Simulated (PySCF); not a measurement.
Vibration and rotation of SiH⁺

RHF-CCSD(T) constants of SiH⁺, ¹Σ⁺ (singlet), closed shell (basis Si 6-311G(d,p), H 6-311G(d,p); no relativity; PySCF 2.14; masses 27.9769 and 1.0078 u):

* ωe: 2202.4 cm⁻¹
* ωexe: 35.8 cm⁻¹
* Be: 7.682 cm⁻¹
* αe: 0.200 cm⁻¹
* D (centrifugal): 0.000374 cm⁻¹
* De to Si⁺ + H: 3.21 eV

Give the vibrational terms G(v) and spacings up to v = 6.

G(v) = ωe(v+½) − ωexe(v+½)².

```csv
v,G(v) (cm⁻¹),G(v) − G(v−1),Bv (cm⁻¹)
0,1092,,7.582
1,3223,2131,7.382
2,5282,2059,7.182
3,7270,1988,6.982
4,9186,1916,6.782
5,11030,1844,6.582
6,12803,1773,6.382
```

How well does the Morse estimate ωe²/(4ωexe) reproduce De, and what is D0?

It gives 4.20 eV, 131 % of the computed De. D0 = De − G(0) = 3.21 − 0.14 = 3.07 eV.

Correlated steps freeze 5 core orbitals. For an ion De counts to the pair picked by the measured ionisation energies or electron affinities, which need not be the lowest pair at this level. Where the molecule has an RHF reference, its open-shell atoms are computed with UHF.
